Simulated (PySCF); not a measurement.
Job for PySCF: R-MP2/6-31G* on F2 (SMILES FF).

```python
from pyscf import gto, scf, dft, mp
from pyscf.data.elements import chemcore

mol = gto.M(
    atom='''
    F     0.00000000    0.78568800    0.00000000
    F     0.00000000    2.20564800    0.00000100
    ''',
    basis='6-31g*',
    cart=True,
    charge=0, spin=0, verbose=3, max_memory=1800)
mf = scf.RHF(mol)
mf.conv_tol = 1e-8
mf.max_cycle = 100
mf.kernel()
if not mf.converged:
    mf = mf.newton().run(mf.mo_coeff, mf.mo_occ)
pt = mp.MP2(mf, frozen=chemcore(mol)).run()
```

Program output:

```
converged SCF energy = -198.672905568286
E(RMP2) = -199.034890789246  E_corr = -0.361985220959318
E(SCS-RMP2) = -199.024023395067  E_corr = -0.351117826780356
```

The calculation finished and met its thresholds.

Cost: about 0.23 core-seconds (a rough figure).
